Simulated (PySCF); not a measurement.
Dissociation curve of C2H3Cl, SMILES C=CCl. The C2–Cl6 bond (C2 also carries C, H; Cl6 carries nothing else) is stretched with both fragments frozen at the PBE0/def2-TZVP optimised geometry.

Calculation: CCSD(T) on UHF/cc-pVDZ, 7 core orbitals frozen in PySCF.

Task: Relative to R = 1.76 Å, what are the energies at R = 1.62, 3.77, 4.24, 4.60 Å?

Result: 0.263 eV at 1.62 Å, 3.871 eV at 3.77 Å, 3.902 eV at 4.24 Å, 3.911 eV at 4.60 Å.

The unrestricted solution behind UCCSD(T) changes between 2.30 and 2.58 Å, which can leave a kink. The unrestricted determinant behind UCCSD(T) is spin-contaminated at 1.28, 2.16 to 6.02 Å (<S²> up to 1.2, against 0.00 for a pure singlet).
